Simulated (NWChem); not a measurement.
**One shape, several levels: HNO3 (nitric acid)**

Aim: a comparison of 6 runs (HF/def2-SVP, PBE/cc-pVDZ, PBE0/def2-SVP, B3LYP/def2-SVPD, SVWN5/def2-SVPD, r2SCAN/def2-SVPD) of HNO3 (nitric acid). 

Program for the calculation: NWChem 7.3.0.

3 further runs of the same task are left out: 3 set aside as unsound or not needed. Runs told in other sessions of the task aren't counted.

### 1 The molecule

HNO3 has 5 atoms, charge 0, and is taken as a singlet. SMILES: `O=[N+]([O-])O`. The shape is that of a PBE0-D4/def2-TZVP optimisation. This is one conformer, not always the lowest.

Bond lengths: O1–N2 1.186 Å, N2–O3 1.201 Å, N2–O4 1.385 Å, O4–H5 0.970 Å. Angles: O1–N2–O3 130.2°, O1–N2–O4 114.2°, O3–N2–O4 115.7°, N2–O4–H5 103.1°.

### 2 Energy and gradient at HF/def2-SVP (run 1)

File mymol.nw:

```
start mymol
title "HNO3"
memory total 2200 mb
charge 0
geometry units au noautosym nocenter noautoz
O   2.49041337 -0.59677551  1.41068055
N   0.47827078 -0.52861309  0.42743715
O  -1.12710825 -2.12397658  0.26730176
O  -0.08329913  1.76301999 -0.70668198
H  -1.75827678  1.48634519 -1.39871859
end
basis spherical bse
* library def2-SVP
end
scf
thresh 1e-08
maxiter 80
print low
end
task scf gradient
```

Started as:

```sh
$ nwchem mymol.nw > mymol.out
```

The program printed:

```text
[...]
  functions       =    61
[...]
  wavefunction    = RHF
[...]
         Total SCF energy =   -279.221449042890
      One-electron energy =   -636.259998940918
      Two-electron energy =    229.402586652719
 Nuclear repulsion energy =    127.635963245309
        Time for solution =      3.0s
[...]
                         RHF ENERGY GRADIENTS
    atom               coordinates                        gradient
                 x          y          z           x          y          z
   1 O       2.490413  -0.596776   1.410681    0.048584   0.001424   0.022591
   2 N       0.478271  -0.528613   0.427437   -0.006483  -0.006553  -0.000639
   3 O      -1.127108  -2.123977   0.267302   -0.036358  -0.034605  -0.004194
   4 O      -0.083299   1.763020  -0.706682    0.010433   0.045645  -0.012301
   5 H      -1.758277   1.486345  -1.398719   -0.016176  -0.005910  -0.005456
 Task  times  cpu:        3.5s     wall:        3.5s
 Total times  cpu:        3.5s     wall:        3.5s
```

Run time: 4.2 s. Hardware: 1 thread of Intel Xeon 6975P-C (Granite Rapids), shared host; peak memory 0.1 GiB.

### 3 Energy and forces at PBE/cc-pVDZ (run 2)

File sp.xyz:

```xyz
5

O      1.317870    -0.315800     0.746500
N      0.253090    -0.279730     0.226190
O     -0.596440    -1.123960     0.141450
O     -0.044080     0.932950    -0.373960
H     -0.930440     0.786540    -0.740170
```

File sp.nw:

```
start sp
memory stack 880 mb heap 220 mb global 1100 mb
charge 0

geometry units angstroms noautosym nocenter noautoz
 load sp.xyz
end

basis spherical bse
 * library cc-pVDZ
end

dft
 xc xpbe96 cpbe96
 grid xfine
 convergence energy 1e-08
 maxiter 100
 mulliken
 print low
end

task dft gradient
```

Started as:

```sh
$ nwchem sp.nw > sp.out
```

The program printed:

```text
[...]
 d= 0,ls=0.0,diis     1   -280.3569051943 -4.08D+02  3.83D-02  3.01D+00     1.4
[...]
 d= 0,ls=0.0,diis    12   -280.6495345650 -2.93D-09  8.75D-07  1.60D-08    14.1
         Total DFT energy =     -280.649534565044
      One electron energy =     -637.664375228324
           Coulomb energy =      262.122207033910
    Exchange-Corr. energy =      -32.743338933492
 Nuclear repulsion energy =      127.635972562862
[...]
      Total Density - Mulliken Population Analysis
     ---------------------------------------------
    Atom       Charge   Shell Charges
 -----------   ------   -------------------------------------------------------
    1 O    8     8.18   2.01  0.87  0.95  2.80  1.52  0.03
    2 N    7     6.68   2.01  0.83  0.42  2.38  0.85  0.21
    3 O    8     8.21   2.01  0.86  0.96  2.80  1.55  0.03
    4 O    8     8.10   2.01  0.87  0.87  2.82  1.51  0.02
    5 H    1     0.83   0.68  0.08  0.08
[...]
                         DFT ENERGY GRADIENTS
    atom               coordinates                        gradient
                 x          y          z           x          y          z
   1 O       2.490413  -0.596775   1.410680   -0.038053  -0.000632  -0.017857
   2 N       0.478271  -0.528613   0.427437    0.005196  -0.000934   0.002804
   3 O      -1.127108  -2.123976   0.267302    0.028279   0.027176   0.003180
   4 O      -0.083299   1.763020  -0.706682   -0.009067  -0.028765   0.006574
   5 H      -1.758277   1.486345  -1.398718    0.013646   0.003155   0.005299
 Task  times  cpu:       16.5s     wall:       16.5s
 Total times  cpu:       16.5s     wall:       16.5s
```

Wall time 17 s (1 thread of Intel Xeon 6975P-C (Granite Rapids), shared host); peak memory 0.13 GiB.

Runs 3 to 4 aren't shown in full; the table further down has their settings and results.

### 4 Energy and forces at SVWN5/def2-SVPD (run 5)

File struct.nw:

```
start struct
memory stack 880 mb heap 220 mb global 1100 mb
charge 0

geometry units atomic noautosym nocenter noautoz
   O      2.49041337    -0.59677551     1.41068055
   N      0.47827078    -0.52861309     0.42743715
   O     -1.12710825    -2.12397658     0.26730176
   O     -0.08329913     1.76301999    -0.70668198
   H     -1.75827678     1.48634519    -1.39871859
end

basis spherical bse
   * library def2-SVPD
end

dft
   xc slater vwn_5
   grid fine
   convergence energy 1e-08
   maxiter 100
   mulliken
end

task dft gradient
```

Started as:

```sh
$ nwchem struct.nw > struct.out
```

The program printed:

```text
[...]
          Wavefunction type:  closed shell.
          No. of atoms     :     5
          No. of electrons :    32
[...]
          Charge           :     0
          Spin multiplicity:     1
[...]
          AO basis - number of functions:    97
[...]
              XC Information
              --------------
                        Slater Exchange Functional  1.000 local
                      VWN V Correlation Functional  1.000 local
[...]
 d= 0,ls=0.0,diis     1   -278.4088107501 -4.06D+02  3.32D-02  3.42D+00     0.8
[...]
 d= 0,ls=0.0,diis    13   -278.7165828304 -4.25D-09  1.53D-07  3.23D-10     7.6
         Total DFT energy =     -278.716582830424
      One electron energy =     -636.476401516303
           Coulomb energy =      260.976598566340
    Exchange-Corr. energy =      -30.852743125770
 Nuclear repulsion energy =      127.635963245309
[...]
      Total Density - Mulliken Population Analysis
     ---------------------------------------------
    Atom       Charge   Shell Charges
 -----------   ------   -------------------------------------------------------
    1 O    8     8.19   1.99  1.11  0.74  0.04  2.82  1.38  0.09  0.02  0.00
    2 N    7     6.70   1.98  1.04  0.10  0.11  2.39  0.86  0.14  0.08
    3 O    8     8.21   1.99  1.11  0.73  0.04  2.82  1.40  0.10  0.02  0.00
    4 O    8     8.17   1.99  1.11  0.66  0.04  2.84  1.43  0.08  0.02  0.01
    5 H    1     0.73   0.67 -0.01  0.06  0.00
[...]
  wavefunction    = closed shell
                         DFT ENERGY GRADIENTS
    atom               coordinates                        gradient
                 x          y          z           x          y          z
   1 O       2.490413  -0.596776   1.410681   -0.012789   0.000569  -0.006290
   2 N       0.478271  -0.528613   0.427437    0.000525  -0.003361   0.001497
   3 O      -1.127108  -2.123977   0.267302    0.009212   0.007686   0.001483
   4 O      -0.083299   1.763020  -0.706682   -0.010496  -0.006166  -0.002655
   5 H      -1.758277   1.486345  -1.398719    0.013548   0.001273   0.005965
[...]
```

Wall time 11 s (1 thread of Intel Xeon 6975P-C (Granite Rapids), shared host); peak memory 0.12 GiB.

### 5 Energy and gradient at r2SCAN/def2-SVPD (run 6)

File hno3.nw:

```
START hno3
TITLE "HNO3 gradient"
memory 2200 mb

GEOMETRY noautosym nocenter noautoz
 O      1.317870    -0.315800     0.746500
 N      0.253090    -0.279730     0.226190
 O     -0.596440    -1.123960     0.141450
 O     -0.044080     0.932950    -0.373960
 H     -0.930440     0.786540    -0.740170
END

BASIS spherical bse
 * library def2-SVPD
END

DFT
 xc r2scan
 grid fine
 convergence energy 1e-08
 maxiter 100
 mulliken
END

TASK dft gradient
```

Started as:

```sh
$ nwchem hno3.nw > hno3.out
```

The program printed:

```text
[...]
          Wavefunction type:  closed shell.
          No. of atoms     :     5
          No. of electrons :    32
[...]
          Charge           :     0
          Spin multiplicity:     1
[...]
          AO basis - number of functions:    97
[...]
              XC Information
              --------------
                      r^2SCAN Method XC Functional
               r^2SCAN metaGGA Exchange Functional  1.000
                     r^2SCAN Correlation Potential  1.000
[...]
 d= 0,ls=0.0,diis     1   -280.2922979958 -4.08D+02  2.83D-02  2.80D+00     1.5
[...]
 d= 0,ls=0.0,diis    11   -280.5702695803 -3.46D-09  1.07D-06  2.44D-08    11.9
         Total DFT energy =     -280.570269580276
      One electron energy =     -636.743141551894
           Coulomb energy =      261.311299130518
    Exchange-Corr. energy =      -32.774399721761
 Nuclear repulsion energy =      127.635972562862
[...]
      Total Density - Mulliken Population Analysis
     ---------------------------------------------
    Atom       Charge   Shell Charges
 -----------   ------   -------------------------------------------------------
    1 O    8     8.32   1.99  1.13  0.74  0.02  2.80  1.50  0.10  0.02 -0.00
    2 N    7     6.36   1.99  1.07  0.07  0.03  2.34  0.79  0.15 -0.08
    3 O    8     8.34   1.99  1.13  0.74  0.03  2.80  1.52  0.11  0.02 -0.00
    4 O    8     8.24   1.99  1.13  0.65  0.02  2.82  1.53  0.09  0.02 -0.00
    5 H    1     0.74   0.69 -0.00  0.06 -0.01
[...]
  wavefunction    = closed shell
                         DFT ENERGY GRADIENTS
    atom               coordinates                        gradient
                 x          y          z           x          y          z
   1 O       2.490413  -0.596775   1.410680   -0.016493   0.000810  -0.008144
   2 N       0.478271  -0.528613   0.427437    0.000803  -0.000295   0.000469
   3 O      -1.127108  -2.123976   0.267302    0.011543   0.011771   0.001047
   4 O      -0.083299   1.763020  -0.706682    0.000362  -0.011375   0.004480
   5 H      -1.758277   1.486345  -1.398718    0.003786  -0.000911   0.002148
[...]
```

Wall time 16 s (1 thread of Intel Xeon 6975P-C (Granite Rapids), shared host); peak memory 0.12 GiB.

### 6 The series

| run | level | iteration cap | module | energy (Eh) | largest force (eV/Å) | wall time |
| --- | --- | --- | --- | --- | --- | --- |
| 1 | HF/def2-SVP | 80 | scf | -279.221449 | 2.756 | 4.2 s |
| 2 | PBE/cc-pVDZ | 100 | dft | -280.649535 | 2.162 | 17 s |
| 3 | PBE0/def2-SVP | 100 | dft | -280.387060 | 0.249 | 11 s |
| 4 | B3LYP/def2-SVPD | 100 | dft | -280.698147 | 0.943 | 14 s |
| 5 | SVWN5/def2-SVPD | 100 | dft | -278.716583 | 0.764 | 11 s |
| 6 | r2SCAN/def2-SVPD | 100 | dft | -280.570270 | 0.947 | 16 s |

### 7 Summary of results

```
                       quantity          value
            run 6: total energy  -280.57027 Eh
           run 6: dipole moment         2.36 D
             run 6: HOMO energy       -8.22 eV
             run 6: LUMO energy       -3.12 eV
           run 6: HOMO–LUMO gap        5.10 eV
run 6: largest force on an atom     0.947 eV/Å
```

What this shows: Over runs 3, 4, 5, 6 the dipole moment (its size) runs from 2.36 D (SVWN5/def2-SVPD) to 2.42 D (PBE0/def2-SVP). The two ends differ in method and basis. Over runs 3, 4, 5, 6 the HOMO–LUMO gap runs from 4.49 eV (SVWN5/def2-SVPD) to 7.61 eV (PBE0/def2-SVP). Totals of different functionals can't be ranked against each other. All runs together took 74 s, the longest 17 s.
